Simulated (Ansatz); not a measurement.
Mulliken charges of `CNP` from B3LYP/def2-TZVPP in Ansatz (PBE0-D4/def2-TZVP geometry).

```json
{"atom": "C1", "x (Å)": "-0.327", "y (Å)": "0.846", "z (Å)": "-0.844", "charge (e)": "-0.181"}
{"atom": "N2", "x (Å)": "0.457", "y (Å)": "-0.176", "z (Å)": "-0.181", "charge (e)": "-0.303"}
{"atom": "P3", "x (Å)": "-0.347", "y (Å)": "-1.256", "z (Å)": "0.855", "charge (e)": "0.072"}
{"atom": "H4", "x (Å)": "-1.267", "y (Å)": "0.407", "z (Å)": "-1.186", "charge (e)": "0.100"}
{"atom": "H5", "x (Å)": "0.207", "y (Å)": "1.215", "z (Å)": "-1.723", "charge (e)": "0.094"}
{"atom": "H6", "x (Å)": "-0.573", "y (Å)": "1.706", "z (Å)": "-0.206", "charge (e)": "0.091"}
{"atom": "H7", "x (Å)": "1.369", "y (Å)": "0.147", "z (Å)": "0.103", "charge (e)": "0.127"}
{"atom": "H8", "x (Å)": "0.689", "y (Å)": "-2.216", "z (Å)": "0.998", "charge (e)": "0.014"}
{"atom": "H9", "x (Å)": "-0.121", "y (Å)": "-0.721", "z (Å)": "2.167", "charge (e)": "-0.014"}
```

Problem. By hand: the dipole of these point charges (1 e Å = 4.8032 D).

Solution. Σ q r = (-0.078, 0.118, -0.033) e Å, of length 0.145 e Å = 0.70 D.

Problem. How does the dipole of the full density compare? (Estimate.)

Solution. Ansatz gave: (0.195, 0.248, 0.008) e Å, 1.52 D; the point charges give 0.46 times that, at 72° from its direction.

Point charges leave out the atoms' own dipoles, such as those of lone pairs, and Mulliken's split depends on the basis, so the two needn't agree.

B3LYP here is the variant with VWN-RPA as its local correlation; programs differ in this.
